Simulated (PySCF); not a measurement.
Removing an electron from disulfur monoxide

Disulfur monoxide, S2O.
Numbering: `[O:1]=[S:2]=[S:3]`

Geometry (PBE0-D3(BJ)/def2-TZVP, Å), atoms numbered from 1 in this order:
```xyz
3
S2O angstrom
O     -1.2094    0.5220   -0.3868
S     -0.0761   -0.3851   -0.4522
S      1.2920   -0.1723    0.8200
```

Level: wB97X-D/aug-cc-pVTZ (PySCF). Frontier orbitals with their largest atomic shares (Löwdin; up to four atoms above 4 %):

```tsv
orbital	ε (eV)	main atoms
HOMO−3	-15.01	O1 49 %, S2 39 %, S3 12 %
HOMO−2	-10.81	S3 49 %, O1 26 %, S2 24 %
HOMO−1	-10.81	O1 45 %, S2 30 %, S3 26 %
HOMO	-10.04	?
LUMO	-2.30	S2 41 %, S3 37 %, O1 22 %
LUMO+1	1.33	S3 57 %, S2 38 %, O1 5 %
LUMO+2	1.65	S2 57 %, S3 29 %, O1 13 %
```

Task: What vertical ionisation energy does ΔSCF give, and how far is −ε(HOMO) from it?

Result: ΔSCF: 10.58 eV (1021 kJ/mol; threshold wavelength 117 nm); ⟨S²⟩ of the doublet left behind is 0.767, against 0.75 for a pure doublet. −ε(HOMO) is 10.04 eV, 0.54 eV below it. For the exact functional −ε(HOMO) would equal the first vertical ionisation energy; wB97X-D (range-separated hybrid) falls short of its own ΔSCF value by 5 %.

Task: On which atoms does the HOMO lie?

Result: S3 (sulfur bonded to S) 65 %, S2 (sulfur bonded to O and S) 27 %, O1 (oxygen bonded to S) 8 %, so more than half of it is on one atom. The HOMO−1 lies 0.77 eV lower.

Task: And the vertical electron affinity, the fundamental gap, Mulliken's electronegativity and the hardness (with the factor ½)?

Result: EA = 1.84 eV by ΔSCF (−ε(LUMO) = 2.30 eV). IE − EA = 8.74 eV against an orbital gap of 7.74 eV; (IE + EA)/2 = 6.21 eV; (IE − EA)/2 = 4.37 eV. Parr's electrophilicity index (IE + EA)²/[8(IE − EA)] is 2.21 eV.

Task: The lowest singlet excitation (vertical TDDFT, same level) lies at 2.42 eV. How far is it below IE − EA?

Result: IE − EA = 8.74 eV, so by 6.32 eV.

Task: With α = 44.5 au, estimate the like-pair dispersion coefficient by London's formula C6 = (3/4)α²I.

Result: I = 0.3889 Eh, so C6 ≈ 579 au, a rough estimate.

Task: How many of the 10 lowest singlet excitations (vertical TDDFT, same level) lie below the ionisation energy?

Result: All 10; they run from 2.42 to 7.73 eV.

Isolated species at its PBE0-D3(BJ)/def2-TZVP geometry, gas phase.

wB97X-D is run here without its empirical dispersion term; that term would change no orbital, density or response property at a fixed geometry.
